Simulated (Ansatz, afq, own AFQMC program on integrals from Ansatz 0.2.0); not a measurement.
AFQMC on a folder of integrals that Ansatz 0.2.0 wrote.

```yaml
crystal:
  periodic: [false, false, false]
  atoms:
    - {symbol: B, position_ang: [0.000000, 0.000000, 0.095674]}
    - {symbol: C, position_ang: [0.000000, 0.000000, -1.368483]}
    - {symbol: H, position_ang: [0.000000, 0.000000, 1.272810]}
basis:
  gaussian: {orbitals: 6-31G}
magnetization: {spin_polarized: false}
correlation: {method: ccsd_t, electrons: outside_noble_gas, hamiltonian_folder: ham}
```

```sh
$ ansatz run in.yaml --threads 1 --pin off --events-out ev --progress --plain --max-ram 1843MiB
```

Options of the walk:

```
--method free --trial cisd --walkers 200 --time-step 0.03 --max-blocks 80 --target-error 0.00034 --factor-cut 1e-05 --seed 9768 --times 0,0.3,0.6,1.2,1.8,2.4,3.6,4.8,6 --taylor-order 8
```

Times are imaginary, in 1/Eh. The walk had a cap of 311 s.

afq prints:

```
orbitals 18  electrons 4 4  factors 112 of 285
reference energy -62.86728990 Eh
CCSD correlation -0.13792524 Eh in 16 cycles, weight of the determinant in the CISD state 0.8811
repeat  energy at the last time / Eh  error
    10  -63.012690  0.000997
    20  -63.011362  0.000728
    30  -63.011243  0.000603
    40  -63.011295  0.000521
    50  -63.011310  0.000460
    60  -63.011619  0.000423
    70  -63.011550  0.000371
    80  -63.011439  0.000335
time / (1/Eh)  energy / Eh  error  mean overlap
  0.00  -63.005077  0.000126  1.1328
  0.30  -63.007748  0.000124  1.1336
  0.60  -63.008892  0.000129  1.1381
  1.20  -63.010155  0.000122  1.1410
  1.80  -63.010346  0.000129  1.1522
  2.40  -63.010693  0.000141  1.1555
  3.60  -63.010668  0.000210  1.1467
  4.80  -63.011077  0.000301  1.1693
  6.00  -63.011439  0.000335  1.1793
energy -63.011439 +/- 0.000335 Eh
```

The run passed its tests (error under three times the target), which doesn't prove that it has relaxed.

Against this walk (error 9.1 meV) on the same determinant: CCSD(T) 52.7 meV higher, CCSDT(Q) 21.3 meV lower, CCSDTQ 44.5 meV lower, full CI 47.6 meV lower. The error is statistical, and a free projection of finite length keeps a remainder of its start. The projection is still falling at its last time (meV from the last point: 30 ± 4 at 1.80, 20 ± 4 at 2.40, 21 ± 6 at 3.60, 10 ± 8 at 4.80, 0 ± 9 at 6.00), so its energy is a cut-off value, and the gaps above aren't errors of the other methods. Full CI is exact here, so the walk's 48 meV above it is the walk's own error: what remains of the start. The determinant is a poor start (see the cautions), so the low cluster orders aren't to be relied on, and full CI is the sure value.

Cautions: remainder of the start not in the error; higher spins were not checked; restricted determinant unstable towards unrestricted (UHF 925 meV lower, ⟨S²⟩ 1.00); the CCSDTQ amplitudes may be one of several solutions (largest double 0.95); the determinant fills πx and πy unequally, so it mixes two states of the linear molecule, and each level undoes that mixture to a different degree, while full CI gives the lower state, and by Hund's rule a triplet of that filling probably lies lower still; CCSDTQ on the UHF determinant differs (800 meV lower), perhaps since the unrestricted series falls towards higher spin.

The walk took 110 s on 1 thread of Intel(R) Xeon(R) Platinum 8259CL CPU @ 2.50GHz (Skylake/Cascade Lake) (shared host). The log's last line is the free-projection energy.

CCSDT and higher add their correlation energy to the determinant of the CCSD(T) run, since their own runs factorise the integrals more tightly (a shift of under 2 meV).
